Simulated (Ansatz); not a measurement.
Geometry optimisation, RKS LDA/6-31G* (Ansatz 0.2.0).

The input (input.yaml):

```yaml
crystal:
  periodic: [false, false, false]
  atoms:
    - { symbol: Si, position_ang: [0.0, 0.0, 0.0] }
    - { symbol: O, position_ang: [0.0, 0.0, 2.03] }
    - { symbol: H, position_ang: [-0.9095, -0.2814, 2.3671] }
    - { symbol: H, position_ang: [1.3768, 0.0, -0.4862] }
    - { symbol: H, position_ang: [-0.6877, 1.1914, -0.4862] }
    - { symbol: H, position_ang: [-0.6877, -1.1914, -0.4862] }
    - { symbol: P, position_ang: [1.2944, -1.9656, 0.782] }
    - { symbol: H, position_ang: [0.4981, -3.1353, 0.6631] }
    - { symbol: H, position_ang: [2.4646, -2.108, -0.0096] }
    - { symbol: H, position_ang: [0.6725, -1.0212, 1.8891] }
basis:
  gaussian: { orbitals: "6-31G*" }
hamiltonian:
  xc: lda
relax:
  f_tol: 0.15
  max_steps: 25
  restrain:
    - { distance: [0, 6], at: 3.38, k: 30.0 }
    - { distance: [9, 1], at: 2.21, k: 30.0 }
    - { distance: [0, 1], at: 1.68, k: 30.0 }
    - { distance: [9, 6], at: 1.42, k: 30.0 }
output:
  orbitals: {}
```

Run as:

```bash
$ ansatz run input.yaml --threads 1 --pin off --max-ram 2048MiB --backend cpu --events-out ev --progress --plain --runs-dir out
```

Where does it end, and by what steps?

The run converged. The restraints hold the end off the free minimum. After 7 steps the energy has fallen by 2.953 eV (the restraints' own energy left out); P7 moved furthest, 0.85 Å. Parted: Si1–P7 (2.48 → 3.40 Å).

```csv
step,energy less start (eV),largest force component (eV/Å),accepted
0,0.0000,1.756,yes
1,-0.3560,3.136,yes
2,-0.8752,4.023,yes
3,-1.7554,2.783,yes
4,-2.6381,1.269,yes
5,-2.8818,0.973,yes
6,-2.9319,0.803,yes
7,-2.9528,0.680,yes
```

```xyz
10
Properties=species:S:1:pos:R:3
Si -0.097 0.077 0.093
O -0.163 0.301 1.750
H -0.899 -0.148 2.207
H 1.336 0.142 -0.327
H -0.821 1.201 -0.597
H -0.737 -1.202 -0.369
P 1.648 -2.641 1.161
H 0.416 -2.881 0.464
H 2.192 -1.885 0.070
H 1.144 -1.475 1.810
```

The run took 15 s on 1 thread of Arm Neoverse V1, with other jobs on the host, peak memory 0.13 GiB.
